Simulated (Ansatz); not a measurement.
## Relaxing CoPb

These are results of Ansatz, DFT PBE, scalar-relativistic, plane waves, PAW, not measurements. Cutoff 420 eV, Γ-centred k mesh, Gaussian smearing, collinear spin, first started from parallel moments.

The start puts CoPb on the caesium chloride structure type (Pm-3m, No. 221), with Co in place of Cs, Pb in place of Cl, at a guessed volume.

```
Co Pb
1.0
     3.47536    0.00000    0.00000
     0.00000    3.47536    0.00000
     0.00000    0.00000    3.47536
Co Pb
1 1
Direct
  0.00000 0.00000 0.00000
  0.50000 0.50000 0.50000
```

Cell and atoms relax at zero pressure; the relaxation can't lower the symmetry of the start. After a coarse first stage the cell is made exact in the group found at 0.06 Å.

Energies over the elements count from the elements' standard structures at the same level, with no empirical corrections.

(1) Which crystal results?

(2) What are its volume, energy, gap and moment?

## Answers

(1) It keeps Pm-3m (No. 221). The result has the caesium chloride structure. Conventional cell: a = 3.313 Å. Co has 8 Pb at 2.87 Å and 6 Co at 3.31 Å; Pb has 8 Co at 2.87 Å and 6 Pb at 3.31 Å.

Space group Pm-3m (No. 221). a = 3.313 Å, b = 3.313 Å, c = 3.313 Å, α = 90.00°, β = 90.00°, γ = 90.00°
```tsv
atom	site	symmetry	x	y	z
Co	1a	m-3m	0.0000	0.0000	0.0000
Pb	1b	m-3m	0.5000	0.5000	0.5000
```

(2) The volume per atom is 18.18 Å³ and the density is 12.15 g/cm³. The energy over the elements is 0.60 eV/atom. The gap on the 16×16×16 mesh is 0 eV (a metal), the net moment per atom is 0.53 μB and the largest site moment is 1.14 μB.

The final run used a 16×16×16 mesh on its 2-atom cell and 0.10 eV smearing. The k mesh leaves about 4 meV/atom of noise in metals. Spin–orbit coupling is left out. Symmetry constrained the relaxation, so the result can be a saddle point. The steps took roughly 90 core-seconds in all.

Cost: 3 runs of about 1.5 core-minutes in all, on Arm Neoverse V1 (shared hosts).